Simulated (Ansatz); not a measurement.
**C2H5NO, singlet in STO-3G: errors against RCCSDTQ**

Geometry: MP2(full)/6-31G*, from the G2/97 set.

| atom | x (Å) | y (Å) | z (Å) |
| --- | --- | --- | --- |
| O | 0.3822 | 1.2661 | 0.0132 |
| C | 0.0348 | 0.0889 | 0.0009 |
| N | 0.9432 | -0.9394 | -0.0438 |
| C | -1.4138 | -0.3495 | 0.0050 |
| H | 0.6656 | -1.8851 | 0.1751 |
| H | -2.0396 | 0.5240 | -0.1704 |
| H | -1.6032 | -1.1002 | -0.7666 |
| H | -1.6745 | -0.7839 | 0.9749 |
| H | 1.9108 | -0.6925 | 0.1170 |

Basis STO-3G; Ansatz 0.2.0. Correlated methods freeze the noble-gas cores, which leaves 24 electrons in 21 orbitals. R marks a restricted (for open shells ROHF) determinant, U an unrestricted one. Active spaces: frontier = (8e, 8o) about the gap.

Full CI isn't at hand for all of this; RCCSDTQ serves as the reference, and is uncertain by about the last step of the cluster series. The frozen core follows each run's orbitals, which can shift R against U totals by a few meV.

Unrestricted rows (U) aren't spin-pure: their determinants' ⟨S²⟩ exceeds S(S+1) by up to 0.18, so they mix in states of higher spin.

```
UHF ⟨S²⟩                          : 0.183
T1 diagnostic (RCCSD)             : 0.0121
largest doubles amplitude (RCCSD) : 0.122
```

```csv
level,E − E(RHF) (eV)
UHF,-0.0416
RMP2,-5.7024
RCCSD,-6.9032
RCCSD(T),-7.0697
```

Task: Estimate how far RCCSDTQ in STO-3G lies from RCCSD(T). The table doesn't fix it; the size of (T) and the diagnostics are the guide.

Result: RCCSDTQ in STO-3G lies 34 meV below RCCSD(T), which is 20 % of the (T) step (-166 meV). A doubles amplitude is large, RHF is unstable towards spin polarisation, but (T) still catches most of what CCSD lacks.

The other levels:

| level | E − E(RCCSDTQ) (meV) | share of correlation (%) | wall time |
| --- | --- | --- | --- |
| CISD | 833 | 88.27 | 0.7 s |
| BCCD(T) | 34 | 99.53 | 0.37 s |
| RCCSDT | 7 | 99.90 | – |
| CISDTQ | 61 | 99.14 | 3.3 s (H100) |
| RCCSDT(Q) | 1 | 99.99 | 2.2 s |
| CASSCF (frontier space) | 3973 | 44.07 | – |
| NEVPT2 (frontier space) | 1088 | 84.68 | 8 s |

The correlation energy at RCCSDTQ, counted from RHF, is -7.103 eV. That run took 90 s on 1 thread of AMD EPYC 7R13, shared host.

Times hold each run's SCF and search for its determinant on a shared host, so for small cases they say little of a method's own cost; rows without a card ran on 1 thread of AMD EPYC 7R13.

Atomization energy (electronic, same basis, no zero-point term; atoms at the same level, unrestricted beside the R rows where the molecule is a closed shell, with restricted open-shell steps beyond CCSDT(Q)) at RCCSDTQ: 3266.7 kJ/mol. Errors of other levels:

| level | error (kJ/mol) |
| --- | --- |
| RHF | -579.2 |
| UHF | -575.1 |
| RMP2 | -80.6 |
| CISD | -80.4 |
| RCCSD | -19.3 |
| RCCSD(T) | -3.3 |
| BCCD(T) | -3.3 |
| RCCSDT | -0.7 |
| CISDTQ | -5.9 |
| RCCSDT(Q) | -0.1 |

This basis is far from its limit, so the value isn't to be set against a measured one. Truncated CI isn't size-consistent, which counts against it in atomization.
